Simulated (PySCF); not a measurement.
## Relaxation of doublet HSO2

Computed with PySCF, UPBE0, basis S def2-TZVP, O def2-TZVP, H def2-TZVP (no relativity, density fitting). A (50,194) grid was used.

A hand-made T-shaped (ligand arrangement 1) start, of C2v symmetry, held to at least that symmetry:

```xyz
4
charge 0 multiplicity 2, angstrom
S     0.0000    0.0000   -0.0469
O     1.5091    0.0000    0.0058
O    -1.5091    0.0000    0.0058
H     0.0000    0.0000    1.3031
```

Optimiser trace:
```
step  E − E(last) (kJ/mol)  largest gradient (Eh/bohr)
   0                 24.85                     0.03970
   1                  1.32                     0.00635
   2                  0.03                     0.00162
   3                  0.00                     0.00068
   4                  0.00                     0.00006
```

It ends at C2v with S–H 1.367 Å, S–O 1.481 Å (×2); H–S–O 94.9° (×2), O–S–O 170.1°. A frequency run shows 1 imaginary mode, down to 1263i cm⁻¹, so it is a saddle point.

Final geometry:
```xyz
4
charge 0 multiplicity 2, angstrom
S     0.0000    0.0000    0.0415
O     1.4755    0.0000   -0.0859
O    -1.4755    0.0000   -0.0859
H     0.0000    0.0000    1.4088
```
